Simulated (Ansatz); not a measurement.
# H2O⁺, doublet: the ladder up to full CI

Geometry: a point of a bend scan, not a stationary point.

```yaml
atoms:
  - { symbol: O, position_ang: [0.0000, -0.0698, 0.0000] }
  - { symbol: H, position_ang: [0.0000, 0.5544, -0.7861] }
  - { symbol: H, position_ang: [0.0000, 0.5544, 0.7861] }
```

Basis cc-pVDZ; Ansatz 0.2.0. Correlated methods freeze the noble-gas cores, which leaves 7 electrons in 23 orbitals. R marks a restricted (for open shells ROHF) determinant, U an unrestricted one. Active spaces: pair = (3e, 3o) about the gap; valence = (7e, 6o) chosen from the atoms' valence shells.

Full CI is exact within this basis and frozen core; it isn't the basis-set limit. The frozen core follows each run's orbitals, which can shift R against U totals by a few meV.

For open shells CISD is restricted-active-space CI with the open shells as a complete middle space.

- UHF ⟨S²⟩: 0.757
- T1 diagnostic (RCCSD): 0.0133
- largest doubles amplitude (RCCSD): 0.034
- T1 diagnostic (UCCSD): 0.0077

```csv
level,E − E(full CI) (kJ/mol),share of correlation (%),wall time
RHF,467.9,0.00,–
UHF,455.7,2.60,–
RMP2,51.7,88.96,–
UMP2,51.6,88.96,–
CISD,20.3,95.66,0.57 s
RCCSD,7.3,98.44,–
UCCSD,7.1,98.47,–
RCCSD(T),1.3,99.73,0.42 s
UCCSD(T),1.2,99.74,0.39 s
BCCD(T),1.3,99.72,0.54 s
RCCSDT,0.6,99.86,–
UCCSDT,0.6,99.88,–
RCCSDT(Q),0.0,99.99,3.4 s
UCCSDT(Q),-0.1,100.01,3.1 s
CASSCF (pair space),409.4,12.51,–
NEVPT2 (pair space),44.4,90.50,0.18 s
MRCISD (pair space),15.7,96.65,–
MRCISD+Q (pair space),0.0,99.99,0.36 s
CASSCF (valence space),319.7,31.68,–
NEVPT2 (valence space),50.1,89.30,0.24 s
MRCISD (valence space),9.0,98.09,–
MRCISD+Q (valence space),0.0,99.99,0.6 s
```

The correlation energy at full CI, counted from RHF, is -4.850 eV. That run took 29 s on 1 thread of Arm Neoverse V1, shared host over 3,920,760 determinants.

Times hold each run's SCF and search for its determinant on a shared host, so for small cases they say little of a method's own cost; they ran on 1 thread of Arm Neoverse V1.

The full-CI state has the irrep B1 of C2v, in the program's axes.

Natural occupations of full CI about the gap: 1.981 1.967 1.963 0.994 0.028 0.025 0.010 0.007 0.005 0.005; effectively unpaired electrons, Σ n²(2−n)², 1.02.
